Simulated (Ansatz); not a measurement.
Cubic BN was calculated with PBE in Ansatz (PAW).

The same calculation (at the measured cell, 5.910 Å³/atom) with different numerical settings:

```json
[
 {"run": "1", "k mesh": "4×4×4", "gap on the mesh (eV)": "4.445", "total energy (eV/atom)": "-271.1039", "rough time": "under 3 core-s"},
 {"run": "2", "k mesh": "6×6×6", "gap on the mesh (eV)": "4.467", "total energy (eV/atom)": "-271.1389", "rough time": "under 3 core-s"},
 {"run": "3", "k mesh": "8×8×8", "gap on the mesh (eV)": "4.469", "total energy (eV/atom)": "-271.1408", "rough time": "under 3 core-s"},
 {"run": "4", "k mesh": "12×12×12", "gap on the mesh (eV)": "4.469", "total energy (eV/atom)": "-271.1409", "rough time": "under 3 core-s"},
 {"run": "5", "k mesh": "16×16×16", "gap on the mesh (eV)": "4.469", "total energy (eV/atom)": "-271.1409", "rough time": "under 3 core-s"},
 {"run": "6", "k mesh": "20×20×20", "gap on the mesh (eV)": "4.469", "total energy (eV/atom)": "-271.1409", "rough time": "under 3 core-s"}
]
```

In the column total energy (eV/atom) the first row differs from the last by +0.0370 and the next to last by 0.0000.

The last row is no converged limit: other settings stay fixed.

Ansatz is a program for electronic structure.
